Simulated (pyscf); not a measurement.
Structures and frequencies: ωB97X-D3(BJ)/def2-SVP in PySCF. MP2 and CC: frozen core, UHF for open shells. ΔMP2 is the change of the MP2 total energy from the triple- to the quadruple-zeta basis.

For the elementary gas-phase step F–SiH₃ + H₂B–F → F–BH–F + SiH₄ (singlet surface; F–Si, B–H broken, B–F, H–Si formed), what barrier and reaction energy does CCSD(T)/def2-TZVPP + ΔMP2(QZVPP) give, measured from the separated reactants?

ΔE‡ = 0.79 eV, ΔE = -0.40 eV. Zero-point energy shifts the barrier by +0.10 eV. It is a four-centre exchange, with an imaginary mode of 390i cm⁻¹. One saddle was located; it need not be the lowest between these sides. The CCSD(T) − MP2 part came from Ansatz, without density fitting, on the same reference.
